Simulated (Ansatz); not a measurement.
in.yaml

```yaml
crystal:
  periodic: [false, false, false]
  atoms:
    - {symbol: B, position_ang: [-1.453988, 0.000000, 0.000000]}
    - {symbol: H, position_ang: [-2.050721, 1.033571, 0.000000]}
    - {symbol: H, position_ang: [-2.050721, -1.033571, 0.000000]}
    - {symbol: H, position_ang: [0.186012, 0.000000, 0.000000]}
    - {symbol: N, position_ang: [1.404012, 0.000000, 0.000000]}
basis:
  gaussian: {orbitals: 6-31G}
magnetization: {spin_polarized: false, initial_magnetization: 3}
correlation: {method: fic_mrcisd_q, electrons: outside_noble_gas}
```

```sh
$ ansatz run in.yaml --threads 1 --pin off --events-out ev --progress --plain --max-ram 2393MiB
```

Q: One thing in this input was set wrong on purpose, beside settings that are merely unusual. What is the gravest fault, and what does the program do?

A: Method needs an active space. How the run ends: refused.
```
Error: this correlation method needs an active space: name one as the reference
```
